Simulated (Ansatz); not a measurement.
Cost and result up the ladder for BH2(CN) (CH₂BN) (5 atoms). Charge 0, multiplicity 1. Geometry: PBE0-D4/def2-TZVP.

```xyz
5

B    -0.593   -0.100   -0.099
H    -1.002   -1.216   -0.055
H    -1.302    0.826   -0.327
C     0.887    0.150    0.147
N     2.010    0.340    0.334
```

Ansatz on 4 threads of Arm Neoverse V2 on a shared host. Times are rough, and most runs start from the orbitals of an earlier one. CAM-B3LYP-D4/def2-TZVP serves as the yardstick here, not as an exact answer. Differences are given only for rows in sets of like size (and for xTB, whose basis is part of the method), since another set adds its own error. Binding counts from free atoms at the same level (B doublet, H doublet, C triplet, N quartet; other spins of the atoms weren't run), without zero-point energy or a counterpoise term.

Correlated methods freeze 3 core orbitals.

Correlated methods converge slowly with the basis.

| level | functions | wall time |
| --- | --- | --- |
| HF/def2-TZVP | 105 | 0.2 s |
| PBE-D4/def2-SVP | 52 | 0.2 s |
| PBE0-D4/def2-SVP | 52 | 0.2 s |
| MP2/def2-TZVP | 105 | 0.3 s |
| revPBE-D4/def2-TZVP | 105 | 0.35 s |
| PBE-D4/def2-TZVP | 105 | 0.4 s |
| BLYP-D4/def2-TZVP | 105 | 0.45 s |
| PBE0-D4/def2-TZVP | 105 | 0.5 s |
| CAM-B3LYP-D4/def2-TZVP | 105 | 0.5 s |
| r2SCANh-D4/def2-TZVP | 105 | 0.85 s |
| r2SCAN0-D4/def2-TZVP | 105 | 0.85 s |
| r2SCAN-D4/def2-TZVP (with forces) | 105 | 0.95 s |
| B97M-V/def2-TZVP | 105 | 1.4 s |
| CCSD(T)/def2-TZVPP | 121 | 2.4 s |

Estimate what each level gives for the binding energy per atom (eV).


```csv
level,binding energy per atom (eV),difference from CAM-B3LYP-D4/def2-TZVP (eV)
HF/def2-TZVP,3.05,-1.27
PBE-D4/def2-SVP,4.46,–
PBE0-D4/def2-SVP,4.33,–
MP2/def2-TZVP,4.25,-0.06
revPBE-D4/def2-TZVP,4.32,0.00
PBE-D4/def2-TZVP,4.44,0.12
BLYP-D4/def2-TZVP,4.37,0.05
PBE0-D4/def2-TZVP,4.30,-0.02
CAM-B3LYP-D4/def2-TZVP,4.32,0.00
r2SCANh-D4/def2-TZVP,4.23,-0.08
r2SCAN0-D4/def2-TZVP,4.17,-0.15
r2SCAN-D4/def2-TZVP (with forces),4.28,-0.04
B97M-V/def2-TZVP,4.29,-0.03
CCSD(T)/def2-TZVPP,4.14,-0.17
```
